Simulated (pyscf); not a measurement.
# Substitution at Ge: PH [triplet] + GeH₄ → •HP–GeH₃ + H•

Gas phase, triplet surface, charge 0. Bonds broken: Ge3–H4. Bonds formed: P1–Ge3. PySCF, gas phase, ωB97X-D3(BJ)/def2-SVP geometries. MP2 and CC: frozen core, UHF for open shells. ΔMP2 is the change of the MP2 total energy from the triple- to the quadruple-zeta basis.

Transition state (Å):

```xyz
7

P      1.6280    -0.6033    -0.8836
H      0.5949    -0.0713    -1.7129
Ge     0.7401    -0.1466     1.2880
H     -0.4688     0.4798    -0.0472
H      1.9726    -0.7839     1.9985
H      0.7214     1.3093     1.7852
H     -0.4585    -0.9745     1.7830
```

One imaginary mode, 528i cm⁻¹; descent along it reached the two sides named.

| bond | change | reactant side (Å) | saddle | product side |
|---|---|---|---|---|
| Ge3–H4 | breaks | 1.536 | 1.907 | 3.8 |
| P1–Ge3 | forms | 3.6 | 2.390 | 2.305 |

Electronic energies relative to the separated reactants (kcal/mol):

| level | barrier | reaction energy | reverse barrier |
|---|---|---|---|
| ωB97X-D3(BJ)/def2-TZVP | 27.2 | +20.3 | 6.8 |
| PBE/def2-TZVP | 23.4 | +22.1 | 1.3 |
| r²SCAN/def2-TZVP | 24.8 | +24.5 | 0.3 |
| B3LYP-D3(BJ)/def2-TZVP | 28.1 | +26.2 | 1.9 |
| PBE0-D3(BJ)/def2-TZVP | 25.9 | +22.5 | 3.4 |
| M06-2X/def2-TZVP | 29.9 | +24.9 | 5.1 |
| ωB97M-D3(BJ)/def2-TZVP | 32.3 | +26.1 | 6.2 |
| HF/def2-TZVP | 49.3 | +31.3 | 18.0 |
| MP2/def2-QZVPP | 33.5 | +24.3 | 9.2 |
| CCSD/def2-TZVPP | 37.5 | +30.8 | 6.8 |
| CCSD(T)/def2-TZVPP | 34.7 | +29.0 | 5.6 |
| CCSD(T)/def2-TZVPP + ΔMP2(QZVPP) | 33.5 | +28.0 | 5.5 |

With CCSD(T)/def2-TZVPP + ΔMP2(QZVPP) energies and thermal terms (ideal gas, 1 atm, RRHO with modes under 100 cm⁻¹ raised to 100, one conformer, R ln 2 for rigid chiral ones), in kcal/mol:

```
T (K)   ΔH‡   ΔG‡     ΔH     ΔG
-----  ----  ----  -----  -----
298    31.6  39.2  +25.8  +26.1
600    32.2  46.7  +27.0  +26.0
900    32.8  53.9  +28.1  +25.2
1200   33.4  60.8  +29.0  +24.1
```

•HP–GeH₃ + H• also meet on a surface of lower spin, which isn't treated here. This is the saddle that the search found; another between the same sides may lie lower. The angle at the attacked Ge is 70° (front-side attack). The CCSD(T) − MP2 part came from Ansatz, without density fitting, on the same reference. The frozen core leaves the outer d or s,p core shells of the metals and heavy elements correlated in the MP2 and CC values, and def2-TZVPP describes them poorly, which can shift differences by a few kcal/mol. Elements up to Kr have no core potential and no relativistic terms here.
